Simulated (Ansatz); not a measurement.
System: 1T (CdI2-type) CdI₂. Method: PBE+SOC (PAW; Ansatz, a quantum-chemistry and plane-wave program).

Numerical settings: plane-wave cutoff 520 eV, 12×12×6 k mesh (along the axes of the cell as run), Fermi–Dirac smearing 0.01 eV, PAW data made under PBE.

Response to compression and expansion:

Shape and atoms are relaxed at each volume.

| V (Å³/atom) | P (GPa) | direct gap at Γ (eV) | smallest gap on the k mesh (eV) | c (Å) |
|---|---|---|---|---|
| 40.541 | 0.12 | 2.197 | 2.102 | 7.497 |
| 41.385 | 0.05 | 2.205 | 2.112 | 7.641 |
| 42.230 | 0.00 | 2.216 | 2.123 | 7.782 |
| 43.074 | -0.04 | 2.229 | 2.134 | 7.926 |
| 43.919 | -0.05 | 2.245 | 2.144 | 8.074 |

The fundamental gap (2.12 eV at the equilibrium volume, with added k points) lies elsewhere than Γ–Γ.

Note: for a layered or molecular solid the relaxed cell lies over 5 % above the published volume, where the minimum can be shallow; the cell comes from a level without a dispersion term, which matters for the spacing of layers, chains or molecules.
